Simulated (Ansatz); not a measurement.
Geometry optimisation, UKS PBE0-D4/def2-SVP (Ansatz 0.2.0).

Input file:

```yaml
crystal:
  periodic: [false, false, false]
  atoms:
    - { symbol: B, position_ang: [0.0, 0.0, 0.0] }
    - { symbol: H, position_ang: [0.0, 0.0, 1.44] }
    - { symbol: O, position_ang: [1.2211, 0.0, -0.705] }
    - { symbol: H, position_ang: [1.5209, -0.9519, -0.8599] }
    - { symbol: H, position_ang: [-1.0305, 0.0, -0.595] }
    - { symbol: Cl, position_ang: [0.0, 0.0, 3.11] }
magnetization:
  spin_polarized: true
  initial_magnetization: 1
basis:
  gaussian: { orbitals: def2-SVP }
hamiltonian:
  xc: pbe0
  dispersion: d4
relax:
  f_tol: 0.15
  max_steps: 25
  restrain:
    - { distance: [1, 5], at: 1.37, k: 30.0 }
    - { distance: [0, 1], at: 2.39, k: 30.0 }
output:
  orbitals: {}
```

Command:

```bash
$ ansatz run input.yaml --threads 1 --pin off --max-ram 2048MiB --backend cpu --events-out ev --progress --plain --runs-dir out
```

Q: Where does it end, and by what steps?

A: The run converged. The restraints hold the end off the free minimum; the threshold counts their pulls, which the force column leaves out. Restrained pairs: H2–Cl6 (1.67 → 1.34 Å), B1–H2 (1.44 → 2.38 Å). After 18 steps the energy has fallen by 0.470 eV (the restraints' own energy left out); H2 moved furthest, 0.74 Å.

```json
{"step": "0", "energy less start (eV)": "0.0000", "largest force component (eV/Å)": "2.629", "accepted": "yes"}
{"step": "1", "energy less start (eV)": "0.0050", "largest force component (eV/Å)": "2.039", "accepted": "yes"}
{"step": "2", "energy less start (eV)": "0.1783", "largest force component (eV/Å)": "2.610", "accepted": "yes"}
{"step": "3", "energy less start (eV)": "0.0993", "largest force component (eV/Å)": "1.462", "accepted": "yes"}
{"step": "4", "energy less start (eV)": "-0.0322", "largest force component (eV/Å)": "1.608", "accepted": "yes"}
{"step": "5", "energy less start (eV)": "-0.1560", "largest force component (eV/Å)": "2.802", "accepted": "yes"}
{"step": "6", "energy less start (eV)": "-0.3897", "largest force component (eV/Å)": "1.200", "accepted": "yes"}
{"step": "7", "energy less start (eV)": "-0.3976", "largest force component (eV/Å)": "0.748", "accepted": "yes"}
{"step": "8", "energy less start (eV)": "-0.4216", "largest force component (eV/Å)": "0.676", "accepted": "yes"}
{"step": "9", "energy less start (eV)": "-0.4020", "largest force component (eV/Å)": "1.523", "accepted": "no"}
{"step": "10", "energy less start (eV)": "-0.4516", "largest force component (eV/Å)": "0.972", "accepted": "yes"}
{"step": "11", "energy less start (eV)": "-0.4656", "largest force component (eV/Å)": "0.826", "accepted": "yes"}
{"step": "12", "energy less start (eV)": "-0.4687", "largest force component (eV/Å)": "0.799", "accepted": "yes"}
{"step": "13", "energy less start (eV)": "-0.4278", "largest force component (eV/Å)": "1.557", "accepted": "no"}
{"step": "14", "energy less start (eV)": "-0.4618", "largest force component (eV/Å)": "1.034", "accepted": "yes"}
{"step": "15", "energy less start (eV)": "-0.4724", "largest force component (eV/Å)": "0.886", "accepted": "yes"}
{"step": "16", "energy less start (eV)": "-0.4284", "largest force component (eV/Å)": "1.562", "accepted": "no"}
{"step": "17", "energy less start (eV)": "-0.4668", "largest force component (eV/Å)": "1.056", "accepted": "yes"}
{"step": "18", "energy less start (eV)": "-0.4703", "largest force component (eV/Å)": "0.972", "accepted": "yes"}
```

```xyz
6
Properties=species:S:1:pos:R:3
B 0.062 -0.115 -0.217
H -0.050 0.238 2.138
O 1.302 -0.384 -0.583
H 1.431 -0.628 -1.513
H -0.940 -0.127 -0.903
Cl -0.093 0.065 3.468
```

Time of the run: 43 s on 1 thread of AMD EPYC 7R43 64-Core Processor (Zen 3) (shared host), peak memory 0.16 GiB.
